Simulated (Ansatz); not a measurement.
System: CsCl-type TlCl. Method: PBE in Ansatz (PAW).

Numerical settings: plane-wave cutoff 520 eV, 6×6×6 k mesh, scalar-relativistic PAW data made under PBE.

The cell has the measured lattice: a = 3.8416 Å, b = 3.8416 Å, c = 3.8416 Å, α = 90.00°, β = 90.00°, γ = 90.00°.

What does this level give for the Poisson ratio, Young modulus, elastic constant C44, elastic constant C11, polycrystal shear modulus (Hill average) and elastic constant C12?


Poisson ratio: 0.338
Young modulus: 26.9 GPa
elastic constant C44: 8.21 GPa
elastic constant C11: 45.8 GPa
polycrystal shear modulus (Hill average): 10.1 GPa
elastic constant C12: 18.7 GPa

Note: the cell isn't this level's own, so it is under some stress, which shifts stiffness and frequencies.

Elastic constants are with the ions relaxed.

Spin–orbit coupling is not included; it can shift volumes and moduli of such heavy elements.

Static lattice: no zero-point or thermal effects.

The result took around 15 core-seconds (rough).

Ansatz is an electronic-structure program.
